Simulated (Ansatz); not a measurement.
## Rubidium, bcc: convergence with cold smearing

Computed with Ansatz, PBE, scalar-relativistic PAW, on the relaxed cell (a = 5.672 Å; spin not included). Errors count from a run at 420 eV on a Γ-centred 13×13×13 mesh with Fermi-Dirac smearing of 0.1 eV, extrapolated to zero width. Fixed here: cutoff 420 eV, mesh 8×8×8. The SCF starts from atomic densities corrected by a trained network.

```tsv
width (eV)	E(σ→0) error (meV/atom)	F error (meV/atom)	P (GPa)	SCF iterations
0.01	7.3	7.2	0.01	4
0.03	7.0	6.8	0.01	4
0.1	6.6	5.7	0.01	4
0.2	4.8	2.8	0.00	5
0.3	2.9	0.1	0.00	5
0.6	-0.5	-11.0	0.00	6
```

Task: What does the run at 1.0 give (width)?

Result: E(σ→0) error (meV/atom): -0.6; F error (meV/atom): -48.2; P (GPa): 0.04; SCF iterations: 5.
